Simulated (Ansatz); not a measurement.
Geometry optimisation, RKS r2SCAN-D4/def2-mTZVP (Ansatz 0.2.0).

Input:

```yaml
crystal:
  periodic: [false, false, false]
  atoms:
    - { symbol: B, position_ang: [-0.871833, -0.001226, 0.222105] }
    - { symbol: H, position_ang: [1.321508, 0.001275, 1.1684] }
    - { symbol: F, position_ang: [1.65215, -0.00105, 0.300067] }
    - { symbol: F, position_ang: [-0.978124, 0.001001, -1.041773] }
basis:
  gaussian: { orbitals: def2-mTZVP }
hamiltonian:
  xc: r2scan
  dispersion: d4
relax:
  f_tol: 0.03
  max_steps: 50
```

Launched with:

```bash
$ ansatz run input.yaml --threads 1 --pin off --max-ram 2048MiB --backend cpu --events-out ev --progress --plain --runs-dir out
```

Task: Where does it end, and by what steps?

Result: The forces met the threshold. After 13 steps the energy has fallen by 0.195 eV; F3 moved furthest, 0.87 Å.

```csv
step,energy less start (eV),largest force component (eV/Å),accepted
0,0.0000,0.300,yes
1,-0.0055,1.207,yes
2,0.0316,1.770,no
3,-0.0320,0.839,yes
4,-0.0686,0.407,yes
5,-0.0908,0.272,yes
6,-0.1108,0.455,yes
7,-0.1269,0.714,yes
8,-0.1538,0.514,yes
9,-0.0887,2.259,no
10,-0.1720,0.180,yes
11,-0.1730,0.900,yes
12,-0.1937,0.072,yes
13,-0.1946,0.021,yes
```

```xyz
4
Properties=species:S:1:pos:R:3
B -0.563 -0.003 -0.229
H 1.253 0.004 0.650
F 2.118 0.007 1.038
F -1.683 -0.007 -0.809
```

Run time: 21 s on 1 thread of Arm Neoverse V2, on a shared host, peak memory 0.12 GiB.
